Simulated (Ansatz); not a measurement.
Equilibrium lattice constant a (Å) of solids drawn from the class of oxides, at two levels: PBE in Ansatz (plane waves, PAW), and HSE06 (Ansatz, a program for electronic structure, PAW).

```
solid                      PBE  HSE06
-----------------------  -----  -----
cubic perovskite BaZrO3  4.227  4.192
rock-salt SrO            5.195  5.154
cubic perovskite BaHfO3  4.206  4.175
rock-salt BaO            5.574  5.532
rock-salt CdO            4.768  4.706
cubic perovskite KTaO3   4.025  3.986
cuprite Ag2O             4.812      ?
rock-salt CaO            4.831  4.798
rock-salt MgO            4.254  4.202
```

**Question.** Estimate the withheld HSE06 value from the other rows.

**Answer.** One way: carry over the typical ratio. The ratios HSE06 / PBE of the other rows, in order: 0.9870, 0.9878, 0.9903, 0.9917, 0.9921, 0.9925, 0.9926, 0.9932; median 0.99190. Cuprite Ag2O: 4.812 × 0.99190 = 4.773 Å; the run gives 4.791 Å. The ratios spread from 0.9870 to 0.9932, so such an estimate is rough. Cuprite Ag2O lies outside that spread.

Over all 9 rows HSE06 is the larger in 0.

Ansatz's runs of these crystals have no spin polarisation.

Spin–orbit coupling is left out, also for the solids with elements from indium on (cubic perovskite BaZrO3, cubic perovskite BaHfO3, rock-salt BaO, cubic perovskite KTaO3); its size isn't shown.

Caveats: the gap of the solid is closed in this run (PBE: rock-salt CdO, cuprite Ag2O). Ansatz's density-functional and Hartree–Fock values are scalar-relativistic unless marked +SOC, with PAW data made under PBE.
